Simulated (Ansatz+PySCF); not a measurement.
Values are calculated unless marked as measured or tabulated.
## PySCF 2.14.0 run

```python
from pyscf import gto, scf, mp

mol = gto.M(atom="""
C 0.000000 0.676320 -1.333380
C 0.000000 -0.676320 -1.333380
C 0.000000 1.579520 -0.144590
C 0.000000 -1.579520 -0.144590
C 0.000000 0.758840 1.138990
C 0.000000 -0.758840 1.138990
H 0.000000 2.758790 -0.140690
H 0.000000 -2.758790 -0.140690
H 0.000000 1.328080 2.174570
H 0.000000 -1.328080 2.174570
""", basis='def2-svp', charge=0, spin=0)
mf = scf.UHF(mol)
mf.kernel()
pt = mp.MP2(mf, frozen=6).run()
print(mf.e_tot, pt.e_corr, pt.e_tot)
```

The script is written out from the run's settings.

Output:

```yaml
Converged: yes
Reference_energy: -229.11334 hartree
Correlation_energy: -0.82599 hartree
Total_energy: -229.93933 hartree
```

The reference isn't the lowest determinant (another lies 2.24 eV lower), but the same method gives a higher total on the lower determinant.
